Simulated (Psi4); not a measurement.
# NO2 (nitrogen dioxide): levels of theory compared

We compute a comparison of 3 runs (UHF/STO-3G, UPBE0/def2-SVP, UB3LYP/6-31G*) of NO2 (nitrogen dioxide). 

The results are computed with Psi4 1.11.

### 1 The molecule

NO2: 3 atoms, total charge 0, spin state doublet. As SMILES, `[O]N=O`. The shape is that of a GFN2-xTB optimisation.

Bond lengths: O1–N2 1.181 Å, N2–O3 1.181 Å. Angles: O1–N2–O3 137.9°.

### 2 The energy at UHF/STO-3G (run 1)

Input file calc.py:

```python
import psi4

psi4.set_memory('1600 MB')
psi4.set_num_threads(1)
psi4.set_output_file('psi4.out', False)

molecule = psi4.geometry("""
0 2
O      0.201690    -1.092400    -0.004860
N     -0.247880    -0.008390    -0.136210
O      0.046180     1.100790     0.141070
symmetry c1
""")

options = {'basis': 'STO-3G', 'reference': 'uhf', 'puream': True, 'e_convergence': 1e-09, 'd_convergence': 1e-08, 'scf_type': 'pk', 'maxiter': 200}
psi4.set_options(options)

energy_value, wavefunction = psi4.energy("scf", return_wfn=True)
psi4.oeprop(wavefunction, "WIBERG_LOWDIN_INDICES", "LOWDIN_CHARGES", "DIPOLE")
print(f'scf energy: {energy_value:.10f} Eh')
```

Run with:

```
$ python calc.py
```

psi4.out:

```text
[...]
  Running in c1 symmetry.
[...]
  Nuclear repulsion =   65.567001235854448
[...]
  Multiplicity = 2
[...]
  Nalpha       = 12
  Nbeta        = 11
[...]
    Number of basis functions: 15
[...]
   @UHF iter   1:  -201.13433326301111   -9.65068e-01   3.18471e-02 ADIIS/DIIS
[...]
   @UHF iter  21:  -201.26492516816555   -6.82121e-13   5.01611e-09 DIIS
[...]
   @S^2 Observed:                7.598703299E-01
[...]
    Orbital Energies [Eh]
    ---------------------
    Alpha Occupied:
       1A    -20.393330     2A    -20.393151     3A    -15.673492
       4A     -1.606848     5A     -1.417353     6A     -0.861416
       7A     -0.743553     8A     -0.694548     9A     -0.679107
      10A     -0.478900    11A     -0.391438    12A     -0.352136
    Alpha Virtual:
      13A      0.206162    14A      0.648108    15A      0.963810
    Beta Occupied:
       1A    -20.383709     2A    -20.383516     3A    -15.660148
[...]
  @UHF Final Energy:  -201.26492516816555
   => Energetics <=
    Nuclear Repulsion Energy =             65.5670012358544483
    One-Electron Energy =                -407.1669447982990278
    Two-Electron Energy =                 140.3350183942790466
    Total Energy =                       -201.2649251681655471
  UHF NO Occupations:
  HONO-2 :   10  A 1.9993067
  HONO-1 :   11  A 1.9959591
[...]
 Multipole Moments:
 ------------------------------------------------------------------------------------
     Multipole            Electronic (a.u.)      Nuclear  (a.u.)        Total (a.u.)
 ------------------------------------------------------------------------------------
 L = 1.  Multiply by 2.5417464519 to convert [e a0] to [Debye]
 Dipole X            :         -0.0817243            0.0020984           -0.0796259
 Dipole Y            :         -0.0022610            0.0000625           -0.0021985
 Dipole Z            :         -0.0000000            0.0000000           -0.0000000
 Magnitude           :                                                    0.0796563
[...]
```

Standard output:

```text
scf energy: -201.2649251682 Eh
```

It took 2.5 s on 1 thread of Intel Xeon Platinum 8259CL at 2.50GHz (Skylake/Cascade Lake), shared host; peak memory 0.18 GiB.

### 3 A single-point energy at UPBE0/def2-SVP (run 2)

Input file run.py:

```python
import numpy as np
from ase.calculators.psi4 import Psi4
from ase import Atoms

atoms = Atoms(['O', 'N', 'O'], positions=[
    [0.201690, -1.092400, -0.004860],
    [-0.247880, -0.008390, -0.136210],
    [0.046180, 1.100790, 0.141070],
])
calc = Psi4(atoms=atoms, method='pbe0', basis='def2-SVP', memory='1600MB', num_threads=1, charge=0, multiplicity=2, label='no2', reference='uks')
calc.psi4.set_options({'puream': True, 'e_convergence': 1e-09, 'd_convergence': 1e-08, 'scf_type': 'pk', 'dft_radial_points': 99, 'dft_spherical_points': 590, 'maxiter': 200})
atoms.calc = calc

print(f'energy: {atoms.get_potential_energy():.6f} eV')
```

Run with:

```
$ python run.py
```

no2.dat:

```text
[...]
  Running in c1 symmetry.
[...]
  Nuclear repulsion =   65.567001235854420
[...]
  Multiplicity = 2
[...]
  Nalpha       = 12
  Nbeta        = 11
[...]
    Number of basis functions: 42
[...]
   @UKS iter   1:  -204.63620873493022   -1.02550e-01   1.08550e-02 DIIS/ADIIS
[...]
   @UKS iter  12:  -204.70780111442994   -5.68434e-13   3.39160e-09 DIIS
[...]
   @S^2 Observed:                7.533269904E-01
[...]
    Orbital Energies [Eh]
    ---------------------
    Alpha Occupied:
       1A    -19.319418     2A    -19.319322     3A    -14.631386
       4A     -1.319212     5A     -1.173378     6A     -0.682524
       7A     -0.607618     8A     -0.597474     9A     -0.589872
      10A     -0.404216    11A     -0.394739    12A     -0.286372
    Alpha Virtual:
      13A     -0.073099    14A      0.230272    15A      0.447035
      16A      0.494729    17A      0.666314    18A      0.666860
      19A      0.691600    20A      0.858987    21A      0.885758
      22A      0.934289    23A      0.955019    24A      1.000386
      25A      1.012757    26A      1.287146    27A      1.333043
[...]
  @UKS Final Energy:  -204.70780111442994
   => Energetics <=
    Nuclear Repulsion Energy =             65.5670012358544199
    One-Electron Energy =                -409.5721772014264843
    Two-Electron Energy =                 157.3153217407501359
    DFT Exchange-Correlation Energy =     -18.0179468896080337
    Empirical Dispersion Energy =           0.0000000000000000
    VV10 Nonlocal Energy =                  0.0000000000000000
    Total Energy =                       -204.7078011144299410
[...]
 Multipole Moments:
 ------------------------------------------------------------------------------------
     Multipole            Electronic (a.u.)      Nuclear  (a.u.)        Total (a.u.)
 ------------------------------------------------------------------------------------
 L = 1.  Multiply by 2.5417464519 to convert [e a0] to [Debye]
 Dipole X            :         -0.1002762            0.0018390           -0.0984372
 Dipole Y            :         -0.0027576            0.0000622           -0.0026954
 Dipole Z            :         -0.0550355            0.0010106           -0.0540250
 Magnitude           :                                                    0.1123203
[...]
```

The script printed:

```text
energy: -5570.382998 eV
```

Wall time 11 s (1 thread of Intel Xeon Platinum 8259CL at 2.50GHz (Skylake/Cascade Lake), shared host); peak memory 0.41 GiB.

### 4 Energy and gradient at UB3LYP/6-31G(d) (Cartesian functions) (run 3)

Input file no2.py:

```python
import psi4

psi4.set_memory(1600000000)
psi4.set_num_threads(1)
psi4.set_output_file('run.log', False)

mol = psi4.geometry("""
0 2
O      0.201690    -1.092400    -0.004860
N     -0.247880    -0.008390    -0.136210
O      0.046180     1.100790     0.141070
symmetry c1
no_reorient
no_com
""")

psi4.set_options({
    'basis': '6-31G*',
    'reference': 'uks',
    'puream': False,
    'e_convergence': 1e-09,
    'd_convergence': 1e-08,
    'scf_type': 'pk',
    'dft_radial_points': 99,
    'dft_spherical_points': 590,
    'maxiter': 200,
})

E, wfn = psi4.gradient('b3lyp', return_wfn=True)
psi4.oeprop(wfn, 'QUADRUPOLE', 'LOWDIN_CHARGES', 'DIPOLE')
print('gradient / Eh bohr^-1')
print(E.np.round(6))
print(f'energy = {wfn.energy():.10f} Eh')
```

Run with:

```
$ python no2.py
```

run.log:

```text
[...]
  Running in c1 symmetry.
[...]
  Nuclear repulsion =   65.567001235854406
[...]
  Multiplicity = 2
[...]
  Nalpha       = 12
  Nbeta        = 11
[...]
    Number of basis functions: 45
[...]
   @UKS iter   1:  -204.99251412047812   -1.06135e-01   1.06366e-02 DIIS/ADIIS
[...]
   @UKS iter  11:  -205.06994094612978   -2.41869e-11   8.95519e-09 DIIS
[...]
   @S^2 Observed:                7.529314162E-01
[...]
  @UKS Final Energy:  -205.06994094612978
   => Energetics <=
    Nuclear Repulsion Energy =             65.5670012358544056
    One-Electron Energy =                -409.8589198656784447
    Two-Electron Energy =                 158.5963954613177123
    DFT Exchange-Correlation Energy =     -19.3744177776234245
    Empirical Dispersion Energy =           0.0000000000000000
    VV10 Nonlocal Energy =                  0.0000000000000000
    Total Energy =                       -205.0699409461297762
[...]
  -Total Gradient:
     Atom            X                  Y                   Z
    ------   -----------------  -----------------  -----------------
       1       -0.021567345242     0.030380908036    -0.008577035197
       2        0.038858884032     0.001790480891     0.021403249179
       3       -0.017293139966    -0.032171421069    -0.012827091519
[...]
 Multipole Moments:
 ------------------------------------------------------------------------------------
     Multipole            Electronic (a.u.)      Nuclear  (a.u.)        Total (a.u.)
 ------------------------------------------------------------------------------------
 L = 1.  Multiply by 2.5417464519 to convert [e a0] to [Debye]
 Dipole X            :         -0.5599715            0.4682741           -0.0916974
 Dipole Y            :         -0.0183525            0.0158548           -0.0024977
 Dipole Z            :         -0.3077242            0.2573996           -0.0503246
 Magnitude           :                                                    0.1046289
 L = 2.  Multiply by 1.3450342976 to convert [e a0^2] to [Debye ang]
 Quadrupole XX       :        -13.9580657            2.7590156          -11.1990501
 Quadrupole XY       :          4.9395399           -4.7901385            0.1494014
[...]
```

On the terminal:

```text
gradient / Eh bohr^-1
[[-0.021567  0.030381 -0.008577]
 [ 0.038859  0.00179   0.021403]
 [-0.017293 -0.032171 -0.012827]]
energy = -205.0699409461 Eh
```

It took 12 s on 1 thread of Intel Xeon Platinum 8259CL at 2.50GHz (Skylake/Cascade Lake), shared host; peak memory 0.42 GiB.

### 5 Overview of the runs

```tsv
run	level	integration grid	task	energy (Eh)	dipole moment (D)	HOMO energy (eV)	LUMO energy (eV)	wall time
1	UHF/STO-3G	–	energy	-201.264925	0.20	-9.58	5.42	2.5 s
2	UPBE0/def2-SVP	99 radial × 590 angular	energy	-204.707801	0.29	-7.79	-3.12	11 s
3	UB3LYP/6-31G* (Cartesian functions)	99 radial × 590 angular	gradient	-205.069941	0.27	-7.33	-3.34	12 s
```

### 6 Results

| quantity | value |
| --- | --- |
| run 3: total energy | -205.06994 Eh |
| run 3: dipole moment | 0.27 D |
| run 3: HOMO energy (highest over α and β) | -7.33 eV |
| run 3: LUMO energy (lowest over α and β) | -3.34 eV |
| run 3: ⟨S²⟩ | 0.753 |
| run 3: largest force on an atom | 2.283 eV/Å |

What this shows: The dipole moment (its size) runs from 0.20 D (UHF/STO-3G) to 0.29 D (UPBE0/def2-SVP). The two ends differ in method and basis. Totals of different functionals can't be ranked against each other. In run 1 the basis is minimal, so the values are rough. All runs together took 26 s, the longest 12 s.
